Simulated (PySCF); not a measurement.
Species: oxazole, C3H3NO.
SMILES: `c1cocn1`

Linear response at PBE0/aug-cc-pVTZ (PySCF, frozen core in the response, non-relativistic). Isolated species at its PBE0-D3(BJ)/def2-TZVP geometry, gas phase.

Static isotropic polarisability: 42.85 au (6.35 Å³), principal values 29.9, 46.6, 52.0 au.

What is the polarisability at 1064 nm and at the sodium D line?

43.24 au at 1064 nm (+0.9 %), 44.20 au at 589.3 nm (+3.2 %). The rise at 589.3 nm is 3.41 times that at 1064 nm; a pure ω² law gives 3.26. The lowest singlet lies at 195 nm, shorter than both wavelengths.

What is the isotropic C6 coefficient between two such molecules, C6 = (3/π)∫α(iω)² dω?

784.7 au (Eh·bohr⁶) by a ten-point quadrature over imaginary frequencies, which is 469 eV·Å⁶ or 45.2 J·nm⁶/mol.

Which effective excitation energy ω̄ makes London's formula C6 = (3/4)α²ω̄ exact here?

ω̄ = 4·C6/(3α²) = 0.570 Eh = 15.5 eV. A one-pole form α(ω) = α/(1 − ω²/ω̄²) fitted to the 1064 nm value gives 12.2 eV.

The lowest 10 singlets have (eV, f): 6.36, 0.157; 6.40, 0.009; 6.46, 0.002; 6.93, 0.016; 7.14, 0.000; 7.33, 0.042; 7.50, 0.002; 7.66, 0.023; 7.69, 0.019; 7.81, 0.003. What share of the static polarisability do they carry in the sum over states α = Σ f/ω²?

4.51 au, 10.5 % of α; the largest term, 2.87 au, is that of the state at 6.36 eV. Their oscillator strengths add up to 0.27. Higher states carry the rest.

What molar refraction at the D line follows from R = (4π/3)·N_A·α′, with α′ the polarisability volume?

α′ = 6.55 Å³ gives R = 16.52 cm³/mol, for isolated, non-vibrating species.

What does −C6/R⁶ come to at R = 12 Å between centres?

-15 J/mol. This is the leading, orientation-averaged term; C8 and higher terms are left out.

How anisotropic is the static polarisability, by Δα² = ½[(α1 − α2)² + (α2 − α3)² + (α3 − α1)²]?

Δα = 19.9 au, or 0.47 of the isotropic value.

What n − 1 at the D line would an ideal gas of it have at 273.15 K and 1 atm (2.6868 × 10¹⁹ cm⁻³), by n − 1 = 2π·N·α′?

11.06 × 10⁻⁴, a formal value whether or not that pressure can be reached.

How many electrons N does the Slater–Kirkwood formula C6 = (3/4)·√N·α^(3/2) need to give this C6?

N = (4·C6/3)²/α³ = 13.9; the species has 36 electrons in all.
